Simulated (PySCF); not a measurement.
Atom-mapped SMILES (the numbers label the heavy atoms): `[N:1]#[C:2]/[CH:3]=[CH:4]/[CH2:5][F:6]`. Each H is labelled by its parent atom.

- GIAO KT2/pcSseg-2 shieldings
- J couplings at B3LYP/pcJ-1 (spin–dipole term only in couplings to heteroatoms)
- PBE0-D3(BJ)/def2-SVP geometry
- run in PySCF 2.14
- isolated molecule, equivalent nuclei averaged, relativity neglected, single conformer

Referencing at the same level of theory: TMS for 1H.

The spectrum was simulated from the full spin Hamiltonian at 300 MHz with 0.6 Hz Lorentzian lines, from shifts rounded to 0.01 ppm and J to 0.1 Hz, couplings under 1 Hz left out.

Problem. List the maxima of its 1H spectrum with integrals.

Solution. 
Maxima in Hz from TMS (height), grouped by integral:
1H: 2040.0 (20), 2036.8 (40), 2033.6 (21), 2022.4 (23), 2019.2 (45), 2016.5 (27), 2016.1 (29), 2013.4 (40), 2010.2 (21), 1999.0 (23), 1995.8 (45), 1992.6 (23)
1H: 1746.5 (44), 1742.6 (89), 1738.7 (47), 1728.9 (38), 1725.0 (77), 1721.1 (42)
1H: 1587.2 (88), 1584.1 (100), 1583.4 (97), 1580.2 (82)
1H: 1533.8 (88), 1530.6 (100), 1529.9 (99), 1526.7 (83)

Problem. Summarise it as multiplets with assignments.

Solution. 1H NMR (300 MHz, computed): δ 6.72 (ddt, J = 23.5, 17.6, 3.2 Hz, 1H, H(C4)), 5.78 (dt, J = 17.6, 3.9 Hz, 1H, H(C3)), 5.19 (dt, J = 53.5, 3.6 Hz, 2H, H(C5)). These are first-order names; overlap and second-order distortion can hide them in the list.

Splittings below 1 Hz are ignored in the labels, and close J values are merged. Unscaled 3J(H,H) at this level run about 10 % above measured values. Couplings across =CH–CH2 type bonds come from one rotamer and its mirror image, and can be 1–2 Hz further off. Only one conformer was computed, so three-bond couplings in flexible chains and rings are approximate.
